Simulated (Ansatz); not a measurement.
**C3H4F2: up Jacob's ladder to CCSD(T)**

The task here is to estimate one member of a computed series from the others.

The runs use Ansatz 0.2.0, Gaussian basis; functionals in def2-TZVPP, the program's frozen cores in correlated methods.

Levels to be run: PBE-D4, r2SCAN-D4, PBE0-D4, B3LYP-D4, ωB97X-V, ωB97M-V, B2PLYP; CCSD(T)/def2-TZVPP; CCSD(T)/def2-QZVPP; extrapolation to the limit.

### The relaxed structure

All runs share one geometry, relaxed beforehand with PBE0-D4 in a triple-zeta def2 set.

SMILES `F/C=C/CF`, 9 atoms, charge 0, spin multiplicity 1.

Atoms are counted from 1 here; the program's logs count them from 0.

Bond lengths: F1–C2 1.337 Å, C2–C3 1.318 Å, C2–H6 1.082 Å, C3–C4 1.486 Å, C3–H7 1.085 Å, C4–F5 1.379 Å, C4–H8 1.096 Å, C4–H9 1.096 Å. Angles: F1–C2–C3 121.6°, F1–C2–H6 112.9°, C3–C2–H6 125.5°, C2–C3–C4 123.4°, C2–C3–H7 119.6°, C4–C3–H7 117.0°, C3–C4–F5 111.5°, C3–C4–H8 110.8°, C3–C4–H9 110.8°, F5–C4–H8 107.8°, F5–C4–H9 107.8°, H8–C4–H9 108.0°.

Set-up of the first run:

Input file in.yaml:

```yaml
crystal:
  periodic: [false, false, false]
  atoms:
    - {symbol: F, position_ang: [-1.848339, 1.675475, 0.532523]}
    - {symbol: C, position_ang: [-0.668222, 1.126441, 0.226686]}
    - {symbol: C, position_ang: [-0.523797, -0.178498, 0.108000]}
    - {symbol: C, position_ang: [0.767921, -0.829990, -0.230207]}
    - {symbol: F, position_ang: [1.774593, 0.097642, -0.396058]}
    - {symbol: H, position_ang: [0.116777, 1.860146, 0.095632]}
    - {symbol: H, position_ang: [-1.379165, -0.828972, 0.260854]}
    - {symbol: H, position_ang: [0.683932, -1.402365, -1.161509]}
    - {symbol: H, position_ang: [1.076320, -1.519890, 0.564069]}
basis:
  gaussian: {orbitals: def2-TZVPP}
hamiltonian: {xc: pbe, dispersion: d4}
output: {forces: true, orbitals: {seedname: orbitals}}
```

The run is started by

```
> ansatz run in.yaml --threads 2 --pin off --events-out ev --progress --plain --max-ram 32768MiB --backend cpu
```

Among the steps run: PBE-D4 (GGA); r2SCAN-D4 (meta-GGA); PBE0-D4 (hybrid); B3LYP-D4 (hybrid); ωB97X-V (range-separated); ωB97M-V (range-separated); B2PLYP (double hybrid); CCSD(T) in def2-TZVPP; CCSD(T) in def2-QZVPP.

One table of the session follows, with a row left open; its other results are not shown here.

```
            method  atomisation energy (kcal/mol)
            PBE-D4                          905.9
         r2SCAN-D4                          878.7
           PBE0-D4                          882.0
          B3LYP-D4                          874.7
           ωB97X-V                          875.6
           ωB97M-V                          877.4
            B2PLYP                          867.3
     HF/def2-TZVPP                          631.3
    MP2/def2-TZVPP                          874.0
   CCSD/def2-TZVPP                          836.9
CCSD(T)/def2-TZVPP                          851.8
           MP2/CBS                          895.7
       CCSD(T)/CBS                              ?
```

Q: Estimate the row for CCSD(T)/CBS from the others.

**Answer.** atomisation energy (kcal/mol): 872.9. In the column «atomisation energy (kcal/mol)» it lies between B2PLYP (867.3) and MP2/def2-TZVPP (874.0).
